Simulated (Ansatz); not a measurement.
A Hf2Ga6WO16 cell: a random packing after short dynamics, relaxed.

```yaml
crystal:
  lattice:
    - [6.37090, -0.21057, -0.02004]
    - [-0.21110, 6.58294, 0.06573]
    - [-0.03568, 0.07270, 7.03635]
  atoms:
    - { symbol: W, position: [0.48106, 0.42710, 0.64369] }
    - { symbol: O, position: [0.94569, 0.17050, 0.58535] }
    - { symbol: O, position: [0.69110, 0.94866, 0.31782] }
    - { symbol: O, position: [0.42372, 0.68989, 0.08842] }
    - { symbol: O, position: [0.95892, 0.22488, 0.14521] }
    - { symbol: O, position: [0.69327, 0.43986, 0.42952] }
    - { symbol: O, position: [0.24775, 0.47552, 0.39833] }
    - { symbol: O, position: [0.17785, 0.96856, 0.88060] }
    - { symbol: O, position: [0.19257, 0.93357, 0.32780] }
    - { symbol: O, position: [0.22812, 0.44100, 0.78267] }
    - { symbol: O, position: [0.97367, 0.61661, 0.10726] }
    - { symbol: O, position: [0.72203, 0.94800, 0.88887] }
    - { symbol: O, position: [0.45196, 0.21750, 0.09907] }
    - { symbol: O, position: [0.96136, 0.74428, 0.61116] }
    - { symbol: O, position: [0.44465, 0.14249, 0.61534] }
    - { symbol: O, position: [0.48894, 0.73604, 0.59908] }
    - { symbol: O, position: [0.67524, 0.44356, 0.81382] }
    - { symbol: Hf, position: [0.96013, 0.90744, 0.09612] }
    - { symbol: Hf, position: [0.20170, 0.43107, 0.08934] }
    - { symbol: Ga, position: [0.41810, 0.76671, 0.33902] }
    - { symbol: Ga, position: [0.99229, 0.46646, 0.55778] }
    - { symbol: Ga, position: [0.73796, 0.93008, 0.61399] }
    - { symbol: Ga, position: [0.69274, 0.23914, 0.24763] }
    - { symbol: Ga, position: [0.16377, 0.98772, 0.59647] }
    - { symbol: Ga, position: [0.44994, 0.96013, 0.97039] }
```

The calculation used DFT PBE, scalar-relativistic, plane waves, PAW in Ansatz.

Plane waves to 420 eV, a k mesh through Γ of 4×4×3 on the computed 25-atom cell and Gaussian smearing (0.02 eV); no spin polarisation.

Describe its local order.

Counting as bonded all pairs within 1.2 times the summed covalent radii, but none from a metal cation to another cation:

```csv
atom → neighbour,mean count,mean length (Å),spread (Å)
Ga → O,4.67,1.96,0.10
Hf → O,6.00,2.13,0.11
O → Ga,1.75,1.96,0.10
O → Hf,0.75,2.13,0.11
O → W,0.38,1.98,0.18
W → O,6.00,1.98,0.18
```

Angles between all pairs of such bonds at an atom (mean ± spread): 108 ± 25° at Ga, 105 ± 32° at Hf, 116 ± 16° at O, 105 ± 31° at W.

Does it have a gap?

It has a gap on the mesh of 2.28 eV. Levels at Γ next to the Fermi level (eV from it): -1.91, -1.81, -1.76, -1.53, -1.37, -1.14, 1.14, 1.73, 2.20, 2.56, 3.10, 3.56. It lies 2.12 eV/atom below the elements' standard states (static lattices, no corrections for gases).

The final mesh leaves forces up to 0.11 eV/Å and stresses up to 0.1 GPa: the relaxation ran on a coarser mesh, so the cell's shape, its bonds and its energy belong partly to that mesh.

Spin-orbit coupling is left out, which matters for the bands of heavy elements. An odd mesh misses points on the zone edge, so a gap read on it can be too wide.

Cost: 2 runs of about 7.4 core-minutes in all (earlier runs that led there not counted), on Arm Neoverse V2 (shared hosts).